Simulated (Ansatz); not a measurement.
**BF+ (doublet): the correlation ladder at distance B1–F2 = 4.182 Å, 6-31G**

How much of the correlation energy of BF+ (doublet) does each wave-function method recover here?

Method: 6-31G, core rule «outside noble gas», up to 2 orbitals frozen; program: Ansatz 0.2.0, Gaussian basis.

Plan: UHF; CCSD(T) on ROHF; CCSD(T) on UHF; BCCD(T) on ROHF; CISD; CCSDT(Q) on ROHF; CCSDT(Q) on UHF; CISDTQ; CCSDTQ on ROHF; CCSDTQ on UHF; CASSCF and MRCISD+Q, 3 electrons in 3 orbitals; CASSCF and NEVPT2, 3 electrons in 3 orbitals; CASSCF and MRCISD+Q, 9 electrons in 8 orbitals; CASSCF and NEVPT2, 9 electrons in 8 orbitals; Full CI; Full CI in the symmetry of the determinant.

30 further runs of the same task are left out: 8 for a known fault of the program, 14 that didn't finish, 8 set aside as unsound or not needed.

**1. What is computed**

The geometry derives from a PBE0/def2-TZVP stationary point (not a proven minimum). One bond is set to the value named and the two fragments are kept rigid.

2 atoms, charge 1, spin multiplicity 2.

Atoms are counted from 1 here; the program's logs count them from 0.

No contacts short enough for the rule that draws bonds.

**2. UHF**

File in.yaml:

```yaml
crystal:
  periodic: [false, false, false]
  atoms:
    - {symbol: B, position_ang: [0.000000, 0.000000, 0.000000]}
    - {symbol: F, position_ang: [0.000000, 0.000000, 4.182000]}
basis:
  gaussian: {orbitals: 6-31G}
total_charge: 1
magnetization: {spin_polarized: true, initial_magnetization: 1}
hamiltonian: {xc: hf}
output: {orbitals: {seedname: orbitals}}
```

Started as:

```console
$ ansatz run in.yaml --threads 1 --pin off --events-out ev --progress --plain --max-ram 2393MiB
```

After this run come: CCSD(T) on ROHF; CCSD(T) on UHF; BCCD(T) on ROHF; CISD; CCSDT(Q) on ROHF; CCSDT(Q) on UHF; CISDTQ; CCSDTQ on ROHF; CCSDTQ on UHF; CASSCF and MRCISD+Q, 3 electrons in 3 orbitals; CASSCF and NEVPT2, 3 electrons in 3 orbitals; CASSCF and MRCISD+Q, 9 electrons in 8 orbitals; CASSCF and NEVPT2, 9 electrons in 8 orbitals; Full CI; Full CI in the symmetry of the determinant.

**Question.** What will the summary of the whole plan be? Wanted: FCI below the RHF energy; RMP2 from FCI; UMP2 from FCI; RCCSD from FCI; RCCSD(T) from FCI; UCCSD(T) from FCI; RCCSDT(Q) from FCI; UCCSDT(Q) from FCI; NEVPT2 pair from FCI.

**Answer**, as computed:

| quantity | value |
| --- | --- |
| FCI below the RHF energy | -3.9317 eV |
| RMP2 from FCI | +92.5 kJ/mol |
| UMP2 from FCI | +91.9 kJ/mol |
| RCCSD from FCI | +1.5 kJ/mol |
| RCCSD(T) from FCI | +0.3 kJ/mol |
| UCCSD(T) from FCI | +0.3 kJ/mol |
| RCCSDT(Q) from FCI | 0.0 kJ/mol |
| UCCSDT(Q) from FCI | 0.0 kJ/mol |
| NEVPT2 pair from FCI | +79.4 kJ/mol |
| NEVPT2 valence from FCI | +51.7 kJ/mol |
| MRCISD+Q valence from FCI | +1.1 kJ/mol |
| levels within 1 kcal/mol (43 meV) | RCCSD, UCCSD, RCCSD(T), UCCSD(T), BCCD(T), RCCSDT, UCCSDT, CISDTQ, RCCSDT(Q), UCCSDT(Q), RCCSDTQ, UCCSDTQ, MRCISD+Q valence |
| T1 diagnostic | 0.007 |
| effectively unpaired electrons | 1.13 |

What this shows: RCCSD(T) lands +0.3 kJ/mol from the yardstick (0.1 % of the correlation energy). One determinant dominates. Of the multireference levels listed MRCISD+Q valence comes nearest in total energy (+1.1 kJ/mol), which doesn't show that its space is the better one. These misses are within one basis, not against nature; the frozen cores of restricted and unrestricted runs differ, which can shift their rows.
